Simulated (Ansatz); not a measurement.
Species: H₃O, charge 1, multiplicity 1. 
Structure (B3LYP-D3(BJ)/def2-TZVP (Ansatz, a first-principles code) minimum search):
```xyz
4

O      0.0646     0.0016     0.0270
H      0.0018     0.8028    -0.5358
H      0.0191    -0.8364    -0.4814
H     -0.5378     0.0209     0.8012
```
Charge +1, spin multiplicity 1.

Basis-set convergence of Hartree-Fock and CCSD(T) correlation energies (hartree) with Ansatz. Valence correlation only, unless marked. No spin-orbit coupling. Non-relativistic.

```
basis    functions      E(HF)  E(corr, CCSD(T))
-------  ---------  ---------  ----------------
cc-pVDZ         29  -76.31118          -0.21755
cc-pVTZ         72  -76.33886          -0.27238
cc-pVQZ        145  -76.34504          -0.29027
cc-pV5Z        256  -76.34660          -0.29624
```

Extrapolating the two largest sets (X = 4 and 5) as X^-3: E(corr) = (125·(-0.29624) - 64·(-0.29027))/61 = -0.3025 Eh, an estimate of the basis-set limit. The largest set recovers 97.9 % of it, the smallest 71.9 %.
